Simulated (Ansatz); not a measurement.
A made-up structure of AlBH3, doublet:

```
5
angstrom
B 0.6085 -1.1158 0.6787
Al -0.3541 0.6505 -0.3957
H 1.1695 -2.1469 1.3059
H -2.1281 0.7552 -0.4292
H 0.7041 1.8570 -1.1596
```

It is relaxed with PBE-D4/def2-SVP and then PBE0-D4/def2-TZVP (Ansatz 0.2.0). Atoms count as bonded within 1.22 times the sum of their covalent radii (H–H: 0.88 Å). The end point is not checked to be a true minimum.

**Question.** Does its bonding change? (A judgement: the text doesn't fix the answer.)

**Answer.** Computed: No: no bond forms or breaks.

Where it ends: The first stage lowers the energy by 0.73 eV in 5 steps. It ends as AlBH₃ ([BH][AlH2]):
```xyz
5
angstrom
B 0.5432 -0.9964 0.6060
Al -0.3165 0.5808 -0.3533
H 1.0448 -1.9166 1.1658
H -1.9004 0.6747 -0.3835
H 0.6290 1.6575 -1.0351
```

Labels in which every atom is bracketed show which atoms are joined, not bond orders.

For scale, one of the runs: PBE0-D4/def2-TZVP relaxation, 86 basis functions, launched by `ansatz run in.yaml --threads 2 --pin off --events-out ev --progress --plain --max-ram 4352MiB`. Hardware: 2 CPU threads of an Intel Xeon Platinum 8259CL, shared host. Wall time about 8.5 s.
